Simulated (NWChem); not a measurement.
System: CH3O anion

NWChem printed, in part:

```
             Northwest Computational Chemistry Package (NWChem) 7.3.0
             --------------------------------------------------------

                             Geometry "geometry" -> ""
                             -------------------------

 Output coordinates in angstroms (scale by  1.889725989 to convert to a.u.)

  No.       Tag          Charge          X              Y              Z
 ---- ---------------- ---------- -------------- -------------- --------------
    1 C                    6.0000     0.00000000     0.00000000    -0.53197700
    2 O                    8.0000     0.00000000     0.00000000     0.80414600
    3 H                    1.0000     0.72845000     0.72845000    -1.02899300
    4 H                    1.0000     0.26663100    -0.99508100    -1.02899300
    5 H                    1.0000    -0.99508100     0.26663100    -1.02899300

 Effective nuclear repulsion energy (a.u.)      34.2676543436

                                 NWChem DFT Module
                                 -----------------

 Summary of "ao basis" -> "ao basis" (spherical)
 ------------------------------------------------------------------------------
       Tag                 Description            Shells   Functions and Types
 ---------------- ------------------------------  ------  ---------------------
 C                         def2-svpd                 8       20   4s2p2d
 O                         def2-svpd                 9       23   4s3p2d
 H                         def2-svpd                 4        8   2s2p

 in cosmo_initialize ...
 calling solv_data for solv:h2o

 solvent parameters
 solvname_short: h2o
 solvname_long:  water
 dielec:       78.4000
 dielecinf:     1.7769
 aqueous SMD model solvent descriptors
 dielec:       78.4000
 sola:          0.8200

          ---------------
          -cosmo- solvent
          ---------------
 Cosmo: York-Karplus, doi: 10.1021/jp992097l
 dielectric constant -eps-     =  78.40
 screen = (eps-1)/(eps    )    =   0.98724
 surface charge correction     = lagrangian

   van der Waals surface
 --------------------------

 ---------- ATOMIC COORDINATES (A.U.) ------------ VDWR(ANG.) --
     1    0.00000000    0.00000000   -1.00529076     1.850
     2    0.00000000    0.00000000    1.51961559     1.520
     3    1.37657090    1.37657090   -1.94451481     1.200
     4    0.50385953   -1.88043043   -1.94451481     1.200
     5   -1.88043043    0.50385953   -1.94451481     1.200
 number of segments per atom =        128
 number of   points per atom =        128
 atom (   nspa,  nppa )
 ----------------------
    1 (     70,     0 )       0
    2 (     80,     0 )       0
    3 (     59,     0 )       0
    4 (     59,     0 )       0
    5 (     59,     0 )       0
 number of -cosmo- surface points =      327
 molecular surface =     57.656 angstrom**2
 molecular volume  =     38.641 angstrom**3
 -lineq- algorithm             =   0
 -bem- low  level              =   3
 -bem- from -octahedral-
 gaussian surface charge width =   4.50000
 degree of switching           =   1.00000
 switching function tolerance  =   0.00010
 atomic radii =
 --------------
    1  6.000  1.850
    2  8.000  1.520
    3  1.000  1.200
    4  1.000  1.200
    5  1.000  1.200
 ...... end of -cosmo- initialization ......

 nat:                     5
 ixmem:                  1509
 calling mnsol_interface()
 G(SMD-CDS) energy (kcal/mol)  =     2.537
 SMD-CDS SASA (angstrom**2)    =    80.688

            General Information
            -------------------
          SCF calculation type: DFT
          Wavefunction type:  closed shell.
          No. of atoms     :     5
          No. of electrons :    18
           Alpha electrons :     9
            Beta electrons :     9
          Charge           :    -1
          Spin multiplicity:     1
          Use of symmetry is: off; symmetry adaption is: off
          Maximum number of iterations: 150
          AO basis - number of functions:    67
                     number of shells:    29
          Convergence on energy requested:  1.00D-06
          Convergence on density requested:  1.00D-05
          Convergence on gradient requested:  5.00D-04

              XC Information
              --------------
                         B3LYP Method XC Potential
                     Hartree-Fock (Exact) Exchange  0.200
                        Slater Exchange Functional  0.800 local
                    Becke 1988 Exchange Functional  0.720 non-local
              Lee-Yang-Parr Correlation Functional  0.810
                  VWN I RPA Correlation Functional  0.190 local

             Grid Information
             ----------------
          Grid used for XC integration:  medium
          Radial quadrature: Mura-Knowles
          Angular quadrature: Lebedev.
          Tag              B.-S. Rad. Rad. Pts. Rad. Cut. Ang. Pts.
          ---              ---------- --------- --------- ---------
          C                   0.70       49           8.0       434
          O                   0.60       49           8.0       434
          H                   0.35       45           9.0       434
          Grid pruning is: on
          Number of quadrature shells:   233
          Spatial weights used:  Erf1

      Superposition of Atomic Density Guess
      -------------------------------------

 Sum of atomic energies:        -113.81717474

 Renormalizing density from      17.00 to     18

      Non-variational initial energy
      ------------------------------

 Total energy =    -118.554556
 1-e energy   =    -235.507707
 2-e energy   =      82.685497
 HOMO         =       0.103042
 LUMO         =       0.276931

   convergence    iter        energy       DeltaE   RMS-Dens  Diis-err
 ---------------- ----- ----------------- --------- --------- ---------
     COSMO gas phase
 d= 0,ls=0.0,diis     1   -114.8728340418 -1.49D+02  2.84D-02  1.37D+00
 d= 0,ls=0.0,diis     2   -114.7800039627  9.28D-02  1.59D-02  2.10D+00
 d= 0,ls=0.0,diis     3   -115.0236303853 -2.44D-01  3.36D-03  7.79D-02
 d= 0,ls=0.0,diis     4   -115.0304158022 -6.79D-03  1.14D-03  2.08D-02
 d= 0,ls=0.0,diis     5   -115.0324411704 -2.03D-03  1.45D-04  8.44D-05
  Resetting Diis
 d= 0,ls=0.0,diis     6   -115.0324551605 -1.40D-05  1.44D-05  1.01D-06
 d= 0,ls=0.0,diis     7   -115.0324552947 -1.34D-07  2.75D-06  1.42D-08

   convergence    iter        energy       DeltaE   RMS-Dens  Diis-err
 ---------------- ----- ----------------- --------- --------- ---------
     COSMO solvation phase
 d= 0,ls=0.0,diis     1   -115.1578313010 -1.25D-01  8.55D-03  2.01D-02
 d= 0,ls=0.0,diis     2   -115.1601438930 -2.31D-03  1.74D-03  3.52D-02
 d= 0,ls=0.0,diis     3   -115.1644598533 -4.32D-03  9.43D-04  8.88D-04
 d= 0,ls=0.0,diis     4   -115.1645573538 -9.75D-05  2.01D-04  1.90D-04
 d= 0,ls=0.0,diis     5   -115.1645392409  1.81D-05  5.79D-05  3.99D-05
 d= 0,ls=0.0,diis     6   -115.1645479405 -8.70D-06  9.79D-06  6.35D-07
 d= 0,ls=0.0,diis     7   -115.1645460872  1.85D-06  1.41D-06  2.58D-09
 d= 0,ls=0.0,diis     8   -115.1645462082 -1.21D-07  2.05D-07  8.17D-11

         Total DFT energy =     -115.164546208217
      One electron energy =     -234.503217667369
           Coulomb energy =       95.702732820899
    Exchange-Corr. energy =      -15.328437311559
 Nuclear repulsion energy =       34.267654343614

             COSMO energy =        4.696721606198

 Numeric. integr. density =       18.000000975499

                                COSMO-SMD solvation results
                                ---------------------------

             internal energy in gas <Psi(g)|H|Psi(g)> =      -115.032455294726
         internal energy in solvent <Psi(s)|H|Psi(s)> =      -115.021858675227
                               delta internal energy  =         0.010596619499 (    6.65 kcal/mol)
   total free energy in solvent <Psi(s)|H+V/2|Psi(s)> =      -115.168589947742
 polarization energy contribution <Psi(s)|V/2|Psi(s)> =        -0.146731272516 (  -92.08 kcal/mol)
    total free energy in solvent including G(SMD-CDS) =      -115.164546208217
                       G(SMD-CDS) energy contribution =         0.004043739526 (    2.54 kcal/mol)
     1 M fixed-concentration free energy of solvation =        -0.132090913491 (  -82.89 kcal/mol)

                       DFT Final Molecular Orbital Analysis
                       ------------------------------------

 Vector    7  Occ=2.000000D+00  E=-3.774877D-01
              MO Center= -1.0D-04, -1.0D-04,  5.8D-01, r^2= 1.3D+00
   Bfn.  Coefficient  Atom+Function         Bfn.  Coefficient  Atom+Function
  ----- ------------  ---------------      ----- ------------  ---------------
    27      0.489970  2 O  pz                 7     -0.363415  1 C  pz
    30      0.259492  2 O  pz                23      0.229267  2 O  s
    24      0.221775  2 O  s                 22      0.165364  2 O  s
    10     -0.120609  1 C  pz                 2     -0.117512  1 C  s
    21      0.086739  2 O  s                 44      0.084722  3 H  s

 Vector    8  Occ=2.000000D+00  E=-2.167105D-01
              MO Center= -6.6D-02, -6.6D-02,  3.5D-01, r^2= 1.7D+00
   Bfn.  Coefficient  Atom+Function         Bfn.  Coefficient  Atom+Function
  ----- ------------  ---------------      ----- ------------  ---------------
    25      0.387846  2 O  px                26     -0.387846  2 O  py
    28      0.274367  2 O  px                29     -0.274367  2 O  py
    52     -0.216572  4 H  s                 60      0.216572  5 H  s
    53     -0.148155  4 H  s                 61      0.148155  5 H  s
     5     -0.102350  1 C  px                 6      0.102350  1 C  py

 Vector    9  Occ=2.000000D+00  E=-2.167078D-01
              MO Center=  6.6D-02,  6.6D-02,  3.5D-01, r^2= 1.7D+00
   Bfn.  Coefficient  Atom+Function         Bfn.  Coefficient  Atom+Function
  ----- ------------  ---------------      ----- ------------  ---------------
    25      0.387843  2 O  px                26      0.387843  2 O  py
    28      0.274393  2 O  px                29      0.274393  2 O  py
    44     -0.250137  3 H  s                 45     -0.172087  3 H  s
    52      0.125104  4 H  s                 60      0.125104  5 H  s
     5     -0.102369  1 C  px                 6     -0.102369  1 C  py

 Vector   10  Occ=0.000000D+00  E= 2.271925D-02
              MO Center=  1.6D-03,  1.6D-03, -7.7D-01, r^2= 7.4D+00
   Bfn.  Coefficient  Atom+Function         Bfn.  Coefficient  Atom+Function
  ----- ------------  ---------------      ----- ------------  ---------------
     4      5.014579  1 C  s                 24     -2.011202  2 O  s
     3      1.911541  1 C  s                 45     -1.473109  3 H  s
    53     -1.472535  4 H  s                 61     -1.472535  5 H  s
    33      0.917903  2 O  pz                58     -0.445887  4 H  py
    65     -0.445887  5 H  px                10     -0.409699  1 C  pz

 Vector   11  Occ=0.000000D+00  E= 6.358458D-02
              MO Center=  1.2D-04,  1.2D-04,  7.5D-01, r^2= 7.3D+00
   Bfn.  Coefficient  Atom+Function         Bfn.  Coefficient  Atom+Function
  ----- ------------  ---------------      ----- ------------  ---------------
    33      1.274099  2 O  pz                 3     -1.096044  1 C  s
    45      0.471405  3 H  s                 53      0.465811  4 H  s
    61      0.465811  5 H  s                 51      0.430901  3 H  pz
    59      0.429624  4 H  pz                67      0.429624  5 H  pz
     4      0.397860  1 C  s                 24     -0.307910  2 O  s

 Vector   12  Occ=0.000000D+00  E= 8.072555D-02
              MO Center=  2.6D-01,  2.6D-01,  2.6D-01, r^2= 7.7D+00
   Bfn.  Coefficient  Atom+Function         Bfn.  Coefficient  Atom+Function
  ----- ------------  ---------------      ----- ------------  ---------------
    45      2.080933  3 H  s                 53     -1.041288  4 H  s
    61     -1.041213  5 H  s                 31     -0.938695  2 O  px
    32     -0.938734  2 O  py                49     -0.726600  3 H  px
    50     -0.726604  3 H  py                58     -0.529032  4 H  py
    65     -0.528997  5 H  px                17      0.423822  1 C  d -1

     Multipole analysis of the density
     ---------------------------------

     L   x y z        total         alpha         beta         nuclear
     -   - - -        -----         -----         ----         -------
     0   0 0 0     -1.000000     -9.000000     -9.000000     17.000000

     1   1 0 0     -0.000999     -0.000500     -0.000500     -0.000000
     1   0 1 0     -0.000999     -0.000500     -0.000500     -0.000000
     1   0 0 1     -1.620007     -0.955822     -0.955822      0.291636

     2   2 0 0    -12.311509     -8.998174     -8.998174      5.684840
     2   1 1 0      0.000842      0.000420      0.000420      0.000002
     2   1 0 1      0.001366      0.000683      0.000683      0.000000
     2   0 2 0    -12.311509     -8.998174     -8.998174      5.684840
     2   0 1 1      0.001366      0.000683      0.000683      0.000000
     2   0 0 2    -15.676059    -25.778491    -25.778491     35.880923
```

Level: B3LYP/def2-SVPD, SMD on the gas-phase geometry. Geometry: optimised at B3LYP/def2-SVPD. The gas-phase anion has a positive highest level at the geometry level, so the gas reference is doubtful. Solvent: water.

Task: Which NWChem input produces such a log?

Result: This is not unique; one that fits is the input that was run:
```
start job
memory heap 200 mb stack 900 mb global 1100 mb
charge -1
geometry units angstroms noautosym nocenter noautoz
  C      0.000000     0.000000    -0.531977
  O      0.000000     0.000000     0.804146
  H      0.728450     0.728450    -1.028993
  H      0.266631    -0.995081    -1.028993
  H     -0.995081     0.266631    -1.028993
end
basis spherical
  * library def2-svpd
end
dft
  xc b3lyp
  iterations 150
end
cosmo
  do_cosmo_smd true
  solvent water
end
task dft energy
```
